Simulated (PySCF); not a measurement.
**Worked example: chemical shift, span and skew from a shielding tensor**

dimethyl ether (C2H6O), SMILES COC. Atoms are numbered in the order given.

```xyz
9

C      1.1601     0.0000    -0.1937
O      0.0000     0.0000     0.5882
C     -1.1601     0.0000    -0.1937
H      1.2140     0.8907    -0.8363
H      1.2140    -0.8907    -0.8363
H      2.0155     0.0000     0.4822
H     -1.2140     0.8907    -0.8363
H     -2.0155     0.0000     0.4822
H     -1.2140    -0.8907    -0.8363
```

Geometry optimised at PBE0-D3(BJ)/def2-TZVP.

GIAO shieldings from KT2/pcSseg-1 (PySCF), non-relativistic, no solvent. The symmetric part of the tensor of C1 has the principal values 90.3, 92.6, 183.1 ppm. The same nucleus in TMS has σ = 185.1 ppm at this level (PySCF, at its B3LYP-D3(BJ)/def2-TZVP geometry).

Work out the isotropic shielding, the ¹³C shift against TMS, the span and the skew.


σ(iso) = (σ11 + σ22 + σ33)/3 = 122.0 ppm. δ = σ(ref) − σ(iso) = 185.1 − (122.0) = 63.1 ppm.
Span Ω = σ33 − σ11 = 92.8 ppm. Skew κ = 3(σ(iso) − σ22)/Ω = 0.95. Tumbling in solution averages the tensor to δ; in a static solid the shielding alone would spread this spin-1/2 line over Ω.
